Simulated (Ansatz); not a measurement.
The reference is W in the bcc (W type) structure (space group Im-3m, No. 229; a = 3.1835 Å).

Level of theory: PBE, PAW, 420 eV (Ansatz, an electronic-structure program; scalar-relativistic without spin-orbit coupling).

The change: Cr takes the place of W on all its sites, then cell and atoms are relaxed.

Measured lattice parameter a: W 3.16 Å (static lattice; corrected from measurement; as listed in Daniel Mejia-Rodriguez, S. B. Trickey, Phys. Rev. B (2018)); Cr 2.877 Å (static lattice; corrected from measurement; as listed in H. Levämäki et al., Physical Review B (2014)).

**Question.** How well does PBE reproduce the measured shift?

**Answer.** With PBE the lattice parameter a moves by -0.336 Å (3.184 → 2.848) against -0.283 Å measured.

Whether these cells are dynamically stable was not tested. Starting moments died away, wholly or in part, for W → Cr; another magnetic solution may exist. The final runs are not spin-polarised. Real Cr is antiferromagnetic at low temperature and ambient pressure, an order that this cell doesn't hold.
